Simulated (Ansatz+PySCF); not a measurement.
## singlet CH₄O: levels of theory in one basis

```tsv
atom	x (Å)	y (Å)	z (Å)
C	0.0000	-0.0320	-0.7008
O	0.0000	-0.0709	0.8078
H	0.0000	-1.1542	-1.0918
H	-0.9665	0.5030	-1.1611
H	0.9665	0.5030	-1.1611
H	0.0000	0.9072	1.1569
```

Basis set: def2-SVP (spherical functions). Frozen core: 2 orbitals. Charge 0, multiplicity 1.

Computed with Ansatz (development build ahead of 0.2.0); each method stands on the lowest determinant of its kind that the runs found.

```tsv
method	E − E(RHF) (eV)	<S²> of the determinant
RHF	0.00	0.00
RHF-MP2	-9.44	–
RHF-CCSD	-10.13	–
```

Question: What does RHF-CCSD(T) give on the same scale?

Answer: -10.37 eV.

Question: Is a single determinant a sound starting point here?

Answer: By this sign, yes. Unrestricted orbitals gain 0.00 eV and <S²> is 0.00 against 0.00 for a pure state.
